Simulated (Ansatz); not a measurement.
**C₃H₄F₂O: a ladder of functionals and wavefunction methods**

An exercise on one series of results from a longer session: the logs are not shown, and one member is left open.

Computed with Ansatz 0.2.0, Gaussian basis. Level: functionals in def2-TZVPP, the program's frozen cores in correlated methods.

Plan: PBE-D4, r2SCAN-D4, PBE0-D4, B3LYP-D4, ωB97X-V, ωB97M-V, B2PLYP; CCSD(T)/def2-TZVPP; MP2/def2-QZVPP; extrapolation to the limit.

## The geometry

The geometry comes from an earlier relaxation with PBE0-D4 in a triple-zeta def2 set; it is a stationary point, not always the lowest conformer.

10 atoms, charge 0, spin multiplicity 1.

Atoms are counted from 1 here; the program's logs count them from 0.

Bond lengths: C1–O2 1.428 Å, C1–H7 1.088 Å, C1–H8 1.091 Å, C1–H9 1.094 Å, O2–C3 1.328 Å, C3–F4 1.333 Å, C3–C5 1.324 Å, C5–F6 1.335 Å, C5–H10 1.080 Å. Angles: O2–C1–H7 106.1°, O2–C1–H8 110.9°, O2–C1–H9 110.2°, H7–C1–H8 109.7°, H7–C1–H9 109.9°, H8–C1–H9 109.9°, C1–O2–C3 114.9°, O2–C3–F4 114.9°, O2–C3–C5 123.4°, F4–C3–C5 121.6°, C3–C5–F6 121.5°, C3–C5–H10 122.7°, F6–C5–H10 115.8°.

The first run:

Contents of in.yaml:

```yaml
crystal:
  periodic: [false, false, false]
  atoms:
    - {symbol: C, position_ang: [-0.117204, -1.585313, -0.268698]}
    - {symbol: O, position_ang: [-0.353469, -0.272103, -0.776755]}
    - {symbol: C, position_ang: [-0.309686, 0.695945, 0.131189]}
    - {symbol: F, position_ang: [-1.210299, 0.590935, 1.108800]}
    - {symbol: C, position_ang: [0.521904, 1.723953, 0.062120]}
    - {symbol: F, position_ang: [0.454383, 2.734501, 0.931672]}
    - {symbol: H, position_ang: [-0.160235, -2.253496, -1.125908]}
    - {symbol: H, position_ang: [-0.883458, -1.866366, 0.455921]}
    - {symbol: H, position_ang: [0.871773, -1.637896, 0.195663]}
    - {symbol: H, position_ang: [1.269490, 1.818641, -0.711105]}
basis:
  gaussian: {orbitals: def2-TZVPP}
hamiltonian: {xc: pbe, dispersion: d4}
output: {forces: true, orbitals: {seedname: orbitals}}
```

On the command line:

```bash
> ansatz run in.yaml --threads 4 --pin off --events-out ev --progress --plain --max-ram 10444MiB
```

Among the steps run: PBE-D4 (GGA); r2SCAN-D4 (meta-GGA); PBE0-D4 (hybrid); B3LYP-D4 (hybrid); ωB97X-V (range-separated); ωB97M-V (range-separated); B2PLYP (double hybrid); CCSD(T) in def2-TZVPP; MP2 in def2-QZVPP.

One of the session's tables, all rows but one given; the rest of the session is left out.

```
            method  atomisation energy (eV)
            PBE-D4                   43.629
         r2SCAN-D4                   42.127
           PBE0-D4                   42.201
          B3LYP-D4                   41.834
           ωB97X-V                   41.945
           ωB97M-V                   42.017
            B2PLYP                   41.448
     HF/def2-TZVPP                   29.000
    MP2/def2-TZVPP                   41.934
   CCSD/def2-TZVPP                   39.826
CCSD(T)/def2-TZVPP                   40.651
           MP2/CBS                   43.068
       CCSD(T)/CBS                        ?
```

Q: Estimate the row for CCSD(T)/CBS from the others.

As computed: atomisation energy (eV): 41.785. In the column «atomisation energy (eV)» it lies between B2PLYP (41.448) and B3LYP-D4 (41.834).
